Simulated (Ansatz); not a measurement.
Input file:

```yaml
crystal:
  periodic: [false, false, false]
  atoms:
    - {symbol: As, position_ang: [0.000000, 0.000000, 0.000000]}
    - {symbol: H, position_ang: [0.756846, 0.759244, 0.757776]}
    - {symbol: H, position_ang: [-0.759938, -0.755796, 0.758129]}
    - {symbol: H, position_ang: [-0.755971, 0.756664, -0.761223]}
    - {symbol: H, position_ang: [0.759063, -0.760112, -0.754682]}
basis:
  gaussian: {orbitals: 6-31G}
total_charge: 1
correlation: {method: fic_mrcisd_q, electrons: outside_noble_gas, active_space: {window: {electrons: 8, orbitals: 8}, shells: [{species: As, l: s, shell: 4}, {species: As, l: p, shell: 4}, {species: H, l: s, shell: 1}]}}
```

```sh
$ ansatz run in.yaml --threads 1 --pin off --events-out ev --progress --plain --max-ram 2393MiB
```

Log:

```
669 factors; integrals over basis functions are off by at most 4.8e-8 eV
mean field evaluation 1: about -60838.6562 eV, gradient 1.0e1 eV
mean field evaluation 2: about -60838.6619 eV, gradient 1.0e1 eV
mean field evaluation 4: about -60839.0889 eV, gradient 1.3e0 eV
mean field evaluation 8: about -60839.0894 eV, gradient 4.6e-7 eV
mean field -60839.08940480 eV, -2235.7952974106 hartree, gradient 1.8e-6 eV, S^2 0.000000; 0 other end points of the search recorded, 0 dependent functions left out
reference -60839.08940480 eV, -2235.7952974106 hartree; 18, 18 occupied and 19, 19 virtual orbitals, 669 factors
state -60840.71226343 eV, -2235.8549363651 hartree
contracted CI cycle   1: correlation 0.00000000 eV, 0.0000000000 hartree, residual 6.86e0 eV
contracted CI cycle   2: correlation -0.54170831 eV, -0.0199074132 hartree, residual 1.37e0 eV
contracted CI cycle   3: correlation -0.56602108 eV, -0.0208008910 hartree, residual 2.85e-1 eV
contracted CI cycle   4: correlation -0.56706232 eV, -0.0208391559 hartree, residual 6.17e-2 eV
contracted CI cycle   5: correlation -0.56710854 eV, -0.0208408543 hartree, residual 1.23e-2 eV
contracted CI cycle   6: correlation -0.56711072 eV, -0.0208409346 hartree, residual 2.57e-3 eV
contracted CI cycle   7: correlation -0.56711079 eV, -0.0208409372 hartree, residual 3.99e-4 eV
state -60840.71226343 eV, -2235.8549363651 hartree; corrected -60841.28459293 eV, -2235.8759690864 hartree
Total energy: -60841.28459293 eV, -2235.8759690864 hartree
Checks for a lower state left out: starts, orbital_swaps
```

Natural occupations: 1.9908 1.9788 1.9788 1.9788 0.0195 0.0178 0.0178 0.0178.

For the same geometry and basis full CI lies 5.3 meV lower.

Ran on 1 thread of Arm Neoverse V2, shared host: 2.6 s wall, 0.19 GiB peak host memory.
